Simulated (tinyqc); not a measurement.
Inside a calculation. Method: Pariser-Parr-Pople SCF with singles CI, for the molecule [CH2+]C=CC(=N)O (SMILES; centres numbered as the heavy atoms are written). One step of it, computed by the program tinyqc.

Task: PPP integrals. Ohno: gamma = 14.399645/sqrt(R^2 + a^2), a = 2 x 14.399645/(gamma_rr + gamma_ss); H_rr = -W_r - sum_(s != r) z_s gamma_rs; H_rs = beta for bonds.

Centres (angstrom, eV; a flat drawing with bonds scaled to 1.40 angstrom):
```
centre          x          y  core charge z          W   gamma_rr
1C      -2.683000  -0.205000              1  11.160000  11.130000
2C      -1.384000   0.316000              1  11.160000  11.130000
3C      -0.283000  -0.549000              1  11.160000  11.130000
4C       1.017000  -0.028000              1  11.160000  11.130000
5N       2.118000  -0.893000              1  14.100000  12.300000
6O       1.215000   1.358000              2  33.000000  21.500000
```

Resonance integrals (eV):
```
i  j       beta
1  2  -2.180000
2  3  -2.180000
3  4  -2.180000
4  5  -2.290000
4  6  -2.050000
```

Give: repulsion gamma_rs; core matrix H.

Result:

repulsion gamma_rs (eV):
```
         1C       2C       3C       4C       5N       6O
1C  11.1300   7.5551   5.2398   3.6699   2.8780   3.3554
2C   7.5551  11.1300   7.5534   5.2381   3.6890   4.9047
3C   5.2398   7.5534  11.1300   7.5524   5.2956   5.5799
4C   3.6699   5.2381   7.5524  11.1300   7.7287   8.7004
5N   2.8780   3.6890   5.2956   7.7287  12.3000   5.6015
6O   3.3554   4.9047   5.5799   8.7004   5.6015  21.5000
```

core matrix H (eV):
```
          1C        2C        3C        4C        5N        6O
1C  -37.2137   -2.1800    0.0000    0.0000    0.0000    0.0000
2C   -2.1800  -45.0050   -2.1800    0.0000    0.0000    0.0000
3C    0.0000   -2.1800  -47.9610   -2.1800    0.0000    0.0000
4C    0.0000    0.0000   -2.1800  -52.7501   -2.2900   -2.0500
5N    0.0000    0.0000    0.0000   -2.2900  -44.8943    0.0000
6O    0.0000    0.0000    0.0000   -2.0500    0.0000  -61.1419
```
